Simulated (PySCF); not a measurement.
A PySCF script (with the pyscf-properties extension) for the NMR shieldings of dichloromethane (SMILES ClCCl), on a GFN2-xTB geometry:

```python
import basis_set_exchange as bse
import numpy as np
from pyscf import gto, dft
from pyscf.prop import nmr

atoms = """
Cl   -1.445574    0.867881   -0.047591
C    -0.000925   -0.156077    0.005969
Cl    1.477730    0.817363   -0.058776
H    -0.006976   -0.710296    0.943069
H    -0.015633   -0.816017   -0.859856
"""
names = dict.fromkeys(["Cl", "C", "H"], "pcSseg-1")
basis = {el: gto.basis.parse(bse.get_basis(n, elements=[el], fmt="nwchem")) for el, n in names.items()}
mol = gto.M(atom=atoms, basis=basis, charge=0, verbose=0)
mf = dft.RKS(mol, xc="PBE0")
mf.grids.level = 2
mf.grids.alignment = dft.numint.BLKSIZE   # the property module wants whole blocks of grid points
mf.conv_tol = 1e-9
mf.kernel()

calc = nmr.RKS(mf)   # GIAO
C = mf.mo_coeff
Co = C[:, mf.mo_occ > 0]
resp = mf.gen_response(singlet=True, hermi=2)
def vind(x):   # induced exchange potential for any number of trial vectors
    d = np.einsum("pi,xij,qj->xpq", C, 2 * x.reshape(-1, C.shape[1], Co.shape[1]), Co, optimize=True)
    return np.einsum("xpq,pi,qj->xij", resp(d - d.transpose(0, 2, 1)), C, Co, optimize=True).ravel()
mo1, _ = nmr.rhf.solve_mo1(calc, with_cphf=vind)
sigma = calc.kernel(mo1)
for i, s in enumerate(sigma):   # ppm
    w = np.linalg.eigvalsh((s + s.T) / 2)
    print("%2d %-2s iso %8.1f  s11 %8.1f  s22 %8.1f  s33 %8.1f" % (i, mol.atom_pure_symbol(i), w.mean(), *w))
```

**Question.** Give the expected output.

**Answer.** 
```
 0 Cl iso    747.0  s11    459.7  s22    737.0  s33   1044.2
 1 C  iso    117.4  s11     69.9  s22    136.6  s33    145.6
 2 Cl iso    747.0  s11    459.8  s22    737.0  s33   1044.2
 3 H  iso     26.1  s11     19.1  s22     27.0  s33     32.3
 4 H  iso     26.1  s11     19.1  s22     27.0  s33     32.3
```

These numbers come from an equivalent density-fitted implementation of the same equations, which agrees with the script to about 0.01 ppm for H and up to a few tenths of a ppm for heavy atoms, so last digits may differ.

**Question.** Turn these shieldings into chemical shifts. Shifts are taken against calculated references (same method and geometry level): 35Cl (σref 949.78) against HCl; TMS for 13C (σref 186.93) and 1H (σref 31.72).

**Answer.** Averaging equivalent atoms: Cl 0/2: 203; C 1: 69.6; H 3/4: 5.59 ppm. 

Size and cost of the density-fitted run: 75 basis functions, 3.3 s wall time on 1 thread of an Arm Neoverse V1, shared host.
